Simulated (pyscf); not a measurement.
Single points on ωB97X-D3(BJ)/def2-SVP structures (PySCF, gas phase).

Q: For H₃Ge–SnH₃ (SMILES [GeH3][SnH3]) + H₂ (SMILES [H][H]) → SnH₂ (SMILES [SnH2]) [singlet] + GeH₄ (SMILES [GeH4]) + H₂ (SMILES [H][H]), a multi-bond step (singlet surface; Ge–Sn, H–Sn, H–H broken, Ge–H, H–H formed), PBE/def2-TZVP gives ΔE‡ = 211.2 kJ/mol and ΔE = +114.6 kJ/mol (zero: the separated reactants). In which direction and how far do B3LYP-D3(BJ)/def2-TZVP, M06-2X/def2-TZVP, ωB97M-D3(BJ)/def2-TZVP move these?

A: B3LYP-D3(BJ): ΔE‡ = 241.0 kJ/mol, ΔE = +107.6 kJ/mol; M06-2X: ΔE‡ = 267.7 kJ/mol, ΔE = +112.2 kJ/mol; ωB97M-D3(BJ): ΔE‡ = 270.4 kJ/mol, ΔE = +113.2 kJ/mol. PBE's barrier lies under all of them, by 29.9 to 59.2 kJ/mol. Its reaction energy lies over all of them, by 1.4 to 7.0 kJ/mol. Low barriers are usual for a GGA, whose delocalisation error favours stretched bonds. On the product side the descent ends in a bound adduct, 37.3 kJ/mol under the separated species and 159.5 kJ/mol under the saddle at ωB97X-D3(BJ)/def2-TZVP. One saddle was located; it need not be the lowest between these sides. Elements up to Kr have no core potential and no relativistic terms here. Elements past Kr carry the def2 core potentials, without spin-orbit coupling.
